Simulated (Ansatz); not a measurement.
Born–Oppenheimer molecular dynamics of C4H7FO (13 atoms, charge 0, multiplicity 1). It starts at the highest image of a converged band. Of that band: Neighbouring images differ by up to 3.1 eV, so the band resolves the path poorly. A vibrational analysis at the climbing image gives one clearly imaginary mode, 1666i cm⁻¹, and a faint second one (20i cm⁻¹) that may be numerical noise or a soft torsion: probably a first-order saddle point.

Theory: RKS PBE/6-31G (Ansatz).

* ensemble: NVE (velocity Verlet)
* time step: 0.5 fs
* steps asked: 200
* starting velocities drawn for: 100 K
* seed: 12415

Frames 1 fs apart, positions in Å, forces in eV/Å.

Velocities at 10.0 fs (Å/ps):

```
C -1.98 1.78 -1.51
C 2.97 -2.67 1.52
C -2.25 0.29 -1.37
C 0.56 -0.43 1.50
O -0.39 1.53 0.22
F 0.58 -0.72 -1.29
H 1.63 5.11 -9.57
H 8.72 -1.74 6.47
H -8.02 2.95 13.32
H 0.47 11.54 5.72
H 2.65 1.46 -3.04
H -4.90 -2.34 10.97
H 3.06 -15.47 -4.73
```

```xyz
13
Properties=species:S:1:pos:R:3:forces:R:3 time_fs=10.0 energy_less_start_eV=0.057 T=60
C 0.474 -2.009 0.231 -0.39 0.71 -0.21
C 0.641 -0.478 0.146 0.19 -1.11 0.07
C -0.117 0.304 -0.788 0.05 -0.06 -0.19
C -0.463 1.434 -0.008 -0.24 -0.47 0.28
O -0.523 2.703 -0.534 0.53 0.45 -0.59
F -1.619 1.319 0.892 -0.12 -0.05 0.23
H 0.555 -2.424 -0.786 0.06 -0.09 -0.31
H -0.561 -2.235 0.551 0.19 -0.07 0.15
H 1.196 -2.547 0.858 0.06 0.20 0.20
H 0.335 0.713 1.002 -0.09 0.31 -0.06
H 1.656 -0.122 0.396 -0.03 0.00 0.06
H -0.392 0.051 -1.821 0.06 0.13 0.15
H -1.315 3.208 -0.246 -0.28 0.05 0.23
13
Properties=species:S:1:pos:R:3:forces:R:3 time_fs=11.0 energy_less_start_eV=0.048 T=67
C 0.472 -2.007 0.229 -0.04 0.54 -0.28
C 0.645 -0.481 0.148 0.01 -0.91 -0.18
C -0.119 0.304 -0.789 0.30 -0.13 0.35
C -0.463 1.434 -0.007 -0.09 -0.46 0.31
O -0.523 2.704 -0.534 0.88 0.12 -0.67
F -1.618 1.318 0.891 -0.20 -0.05 0.24
H 0.557 -2.420 -0.796 0.05 -0.06 -0.04
H -0.552 -2.237 0.558 -0.07 -0.07 0.12
H 1.188 -2.543 0.872 0.04 0.24 0.03
H 0.335 0.726 1.007 -0.10 0.39 -0.15
H 1.659 -0.121 0.393 -0.06 0.00 0.10
H -0.397 0.049 -1.810 -0.04 0.04 -0.18
H -1.314 3.193 -0.249 -0.68 0.35 0.35
13
Properties=species:S:1:pos:R:3:forces:R:3 time_fs=12.0 energy_less_start_eV=0.042 T=71
C 0.470 -2.004 0.227 0.28 0.35 -0.33
C 0.648 -0.485 0.149 -0.17 -0.71 -0.45
C -0.121 0.305 -0.790 0.53 -0.23 0.83
C -0.462 1.433 -0.005 0.07 -0.43 0.38
O -0.523 2.706 -0.535 0.93 -0.02 -0.64
F -1.618 1.317 0.890 -0.28 -0.04 0.25
H 0.559 -2.415 -0.807 0.02 -0.02 0.24
H -0.543 -2.240 0.567 -0.29 -0.07 0.09
H 1.181 -2.537 0.886 0.03 0.26 -0.14
H 0.334 0.743 1.011 -0.12 0.51 -0.25
H 1.660 -0.119 0.391 -0.10 0.01 0.15
H -0.402 0.047 -1.800 -0.14 -0.04 -0.47
H -1.319 3.181 -0.249 -0.76 0.44 0.37
13
Properties=species:S:1:pos:R:3:forces:R:3 time_fs=13.0 energy_less_start_eV=0.028 T=81
C 0.468 -2.002 0.225 0.48 0.16 -0.33
C 0.650 -0.489 0.150 -0.34 -0.52 -0.75
C -0.123 0.305 -0.791 0.71 -0.37 1.10
C -0.462 1.431 -0.003 0.25 -0.38 0.49
O -0.522 2.708 -0.535 0.62 0.07 -0.49
F -1.617 1.317 0.889 -0.39 -0.04 0.25
H 0.562 -2.411 -0.816 0.00 -0.01 0.45
H -0.537 -2.243 0.576 -0.41 -0.04 0.03
H 1.174 -2.528 0.899 0.04 0.25 -0.28
H 0.331 0.764 1.012 -0.15 0.67 -0.35
H 1.661 -0.118 0.391 -0.14 0.01 0.21
H -0.408 0.045 -1.795 -0.20 -0.09 -0.58
H -1.331 3.174 -0.246 -0.47 0.30 0.26
13
Properties=species:S:1:pos:R:3:forces:R:3 time_fs=14.0 energy_less_start_eV=-0.001 T=101
C 0.467 -1.999 0.223 0.51 0.00 -0.24
C 0.653 -0.494 0.150 -0.49 -0.37 -1.08
C -0.124 0.304 -0.790 0.80 -0.59 1.11
C -0.461 1.430 0.000 0.46 -0.29 0.67
O -0.521 2.710 -0.536 0.11 0.27 -0.26
F -1.617 1.316 0.888 -0.52 -0.05 0.23
H 0.565 -2.408 -0.821 -0.02 -0.04 0.54
H -0.535 -2.247 0.586 -0.39 0.01 -0.07
H 1.167 -2.517 0.910 0.09 0.20 -0.36
H 0.328 0.793 1.010 -0.18 0.88 -0.45
H 1.661 -0.116 0.393 -0.19 0.03 0.30
H -0.417 0.043 -1.795 -0.21 -0.09 -0.45
H -1.348 3.169 -0.240 0.03 0.04 0.07
13
Properties=species:S:1:pos:R:3:forces:R:3 time_fs=15.0 energy_less_start_eV=-0.049 T=135
C 0.466 -1.996 0.220 0.40 -0.13 -0.08
C 0.655 -0.499 0.150 -0.62 -0.26 -1.42
C -0.124 0.303 -0.789 0.83 -0.86 0.90
C -0.460 1.428 0.003 0.72 -0.17 0.91
O -0.519 2.712 -0.538 -0.37 0.43 -0.04
F -1.617 1.315 0.887 -0.68 -0.07 0.20
H 0.567 -2.404 -0.821 -0.04 -0.11 0.49
H -0.536 -2.250 0.594 -0.26 0.09 -0.19
H 1.161 -2.504 0.917 0.16 0.12 -0.37
H 0.323 0.829 1.004 -0.23 1.16 -0.56
H 1.659 -0.114 0.397 -0.24 0.05 0.41
H -0.427 0.040 -1.800 -0.18 -0.06 -0.14
H -1.364 3.165 -0.234 0.51 -0.19 -0.11
13
Properties=species:S:1:pos:R:3:forces:R:3 time_fs=16.0 energy_less_start_eV=-0.132 T=194
C 0.465 -1.993 0.218 0.21 -0.22 0.13
C 0.657 -0.504 0.148 -0.73 -0.21 -1.79
C -0.124 0.302 -0.787 0.81 -1.15 0.60
C -0.458 1.426 0.007 1.02 0.00 1.22
O -0.518 2.714 -0.539 -0.66 0.47 0.10
F -1.618 1.314 0.887 -0.87 -0.10 0.15
H 0.569 -2.402 -0.816 -0.04 -0.22 0.33
H -0.540 -2.253 0.601 -0.07 0.17 -0.31
H 1.157 -2.490 0.920 0.25 0.02 -0.33
H 0.315 0.877 0.993 -0.27 1.50 -0.68
H 1.654 -0.112 0.406 -0.30 0.09 0.54
H -0.439 0.036 -1.805 -0.14 -0.03 0.25
H -1.375 3.159 -0.229 0.81 -0.31 -0.22
13
Properties=species:S:1:pos:R:3:forces:R:3 time_fs=17.0 energy_less_start_eV=-0.283 T=300
C 0.464 -1.990 0.215 0.04 -0.28 0.32
C 0.658 -0.510 0.145 -0.81 -0.20 -2.16
C -0.123 0.300 -0.785 0.79 -1.43 0.38
C -0.456 1.424 0.012 1.35 0.22 1.53
O -0.517 2.716 -0.540 -0.70 0.37 0.15
F -1.619 1.313 0.886 -1.09 -0.14 0.08
H 0.570 -2.402 -0.807 -0.04 -0.35 0.09
H -0.545 -2.255 0.605 0.11 0.23 -0.39
H 1.155 -2.476 0.920 0.33 -0.09 -0.25
H 0.305 0.939 0.974 -0.30 1.84 -0.79
H 1.647 -0.108 0.419 -0.39 0.14 0.68
H -0.452 0.031 -1.809 -0.13 -0.02 0.59
H -1.379 3.150 -0.225 0.84 -0.29 -0.23
13
Properties=species:S:1:pos:R:3:forces:R:3 time_fs=18.0 energy_less_start_eV=-0.529 T=473
C 0.463 -1.988 0.213 -0.04 -0.35 0.44
C 0.659 -0.516 0.141 -0.85 -0.19 -2.49
C -0.121 0.296 -0.782 0.80 -1.63 0.31
C -0.452 1.422 0.018 1.62 0.56 1.74
O -0.517 2.719 -0.541 -0.49 0.14 0.08
F -1.621 1.312 0.886 -1.30 -0.20 0.00
H 0.572 -2.405 -0.798 -0.04 -0.47 -0.15
H -0.549 -2.254 0.605 0.22 0.27 -0.41
H 1.156 -2.462 0.918 0.37 -0.19 -0.16
H 0.292 1.019 0.949 -0.24 2.05 -0.83
H 1.636 -0.104 0.439 -0.50 0.19 0.83
H -0.467 0.027 -1.806 -0.17 -0.06 0.81
H -1.375 3.138 -0.224 0.60 -0.12 -0.16
13
Properties=species:S:1:pos:R:3:forces:R:3 time_fs=19.0 energy_less_start_eV=-0.865 T=709
C 0.463 -1.986 0.211 0.03 -0.46 0.43
C 0.659 -0.521 0.134 -0.84 -0.11 -2.70
C -0.119 0.291 -0.779 0.85 -1.71 0.47
C -0.448 1.421 0.025 1.63 1.06 1.57
O -0.517 2.722 -0.542 -0.08 -0.17 -0.10
F -1.623 1.311 0.885 -1.46 -0.29 -0.09
H 0.572 -2.413 -0.791 -0.03 -0.54 -0.31
H -0.550 -2.250 0.602 0.24 0.26 -0.37
H 1.161 -2.451 0.914 0.36 -0.25 -0.09
H 0.277 1.118 0.915 0.06 1.97 -0.62
H 1.620 -0.097 0.468 -0.64 0.22 0.94
H -0.483 0.022 -1.796 -0.26 -0.13 0.87
H -1.366 3.126 -0.224 0.14 0.15 0.00
13
Properties=species:S:1:pos:R:3:forces:R:3 time_fs=20.0 energy_less_start_eV=-1.219 T=956
C 0.462 -1.984 0.209 0.25 -0.66 0.28
C 0.658 -0.527 0.125 -0.75 0.09 -2.71
C -0.116 0.285 -0.775 0.92 -1.60 0.85
C -0.442 1.420 0.034 1.11 1.69 0.76
O -0.517 2.724 -0.543 0.34 -0.46 -0.38
F -1.626 1.310 0.885 -1.48 -0.39 -0.17
H 0.573 -2.426 -0.786 -0.04 -0.53 -0.32
H -0.549 -2.244 0.595 0.17 0.22 -0.27
H 1.169 -2.441 0.910 0.29 -0.27 -0.05
H 0.262 1.235 0.876 0.77 1.48 0.11
H 1.598 -0.089 0.505 -0.79 0.19 0.96
H -0.502 0.015 -1.778 -0.39 -0.21 0.77
H -1.355 3.114 -0.225 -0.40 0.45 0.17
13
Properties=species:S:1:pos:R:3:forces:R:3 time_fs=21.0 energy_less_start_eV=-1.499 T=1153
C 0.462 -1.983 0.208 0.57 -0.94 0.01
C 0.656 -0.533 0.114 -0.56 0.37 -2.47
C -0.113 0.277 -0.771 0.98 -1.26 1.37
C -0.434 1.421 0.043 0.13 2.21 -0.54
O -0.517 2.727 -0.545 0.50 -0.58 -0.69
F -1.629 1.309 0.884 -1.30 -0.49 -0.24
H 0.573 -2.443 -0.784 -0.05 -0.43 -0.19
H -0.547 -2.236 0.585 0.02 0.14 -0.13
H 1.180 -2.434 0.904 0.16 -0.26 -0.05
H 0.256 1.367 0.839 1.80 0.78 1.24
H 1.568 -0.078 0.551 -0.94 0.11 0.87
H -0.524 0.007 -1.753 -0.52 -0.28 0.56
H -1.348 3.107 -0.223 -0.77 0.64 0.26
```

Of the whole run (100 fs, mean temperature of the second half 1324 K): The conserved energy stayed within 0.73 meV per atom of its start (net change -0.022 meV per atom), so the integration is sound. The system heated up, since it started high on the potential surface and ran downhill. A run of 0.1 ps of so small a system gives no equilibrium averages. The orbitals stay closed-shell, which can raise the energy where a bond breaks towards radicals; this wasn't checked here. Limits of this set-up: no polarisation functions.

Time of the run: 13 min on 1 thread of Arm Neoverse V1 (shared host), peak memory 0.25 GiB.
